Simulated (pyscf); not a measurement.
Single points on ωB97X-D3(BJ)/def2-SVP structures (PySCF, gas phase).

**Question.** Estimate the classical barrier height and the reaction energy of H₂N–B(Cl)–Cl + NH₃ -> H₂N–B(NH₂)–Cl + HCl at ωB97M-D3(BJ)/def2-TZVP. The step runs on the singlet surface, breaks B–Cl, H–N and forms B–N, Cl–H; take the separated reactants as zero.

**Answer.** ΔE‡ = 7.7 kcal/mol, ΔE = -2.8 kcal/mol. Zero-point energy shifts the barrier by +0.9 kcal/mol. It is a four-centre exchange, with an imaginary mode of 427i cm⁻¹. On the reactant side the descent ends in an adduct with a B–N contact, 12.1 kcal/mol under the separated species and 20.5 kcal/mol under the saddle at ωB97X-D3(BJ)/def2-TZVP. On the product side the descent ends in a complex, 5.1 kcal/mol under the separated species and 15.2 kcal/mol under the saddle at ωB97X-D3(BJ)/def2-TZVP. What is counted as formed (B–N) is already present as a longer contact in the reactant adduct; forming that adduct is a step of its own. One saddle was located; it need not be the lowest between these sides.
